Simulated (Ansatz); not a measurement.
Basis-set extrapolation for CH₅OSi (`[CH2][SiH2]O`) radical (PBE0-D4/def2-TZVP geometry, frozen core, the Gaussian-basis code of Ansatz). Multiplicity 2, UHF reference.

```json
{"": "HF", "def2-TZVPP": "-404.646841", "def2-QZVPP": "-404.661922"}
{"": "MP2 correlation", "def2-TZVPP": "-0.509894", "def2-QZVPP": "-0.549288"}
{"": "CCSD(T) correlation", "def2-TZVPP": "-0.563695", "def2-QZVPP": "not run"}
```

Energies in hartree. Use E(X) = E(∞) + A·exp(−7.88·√X) for Hartree–Fock and E(X) = E(∞) + B·X^(−2.97) for correlation, with X = 3 and 4, and add CCSD(T) minus MP2 of the smaller set to the MP2 limit.

What is the CCSD(T) energy at the basis-set limit?

HF limit: -404.661922 + (-0.015081) × 0.13774 = -404.66400. MP2 limit: -0.549288 + (-0.039394) × 0.74074 = -0.57847. Higher-order term: -0.563695 − (-0.509894) = -0.05380. Total: -405.29627 hartree, 53.8 kcal/mol below CCSD(T)/def2-TZVPP.
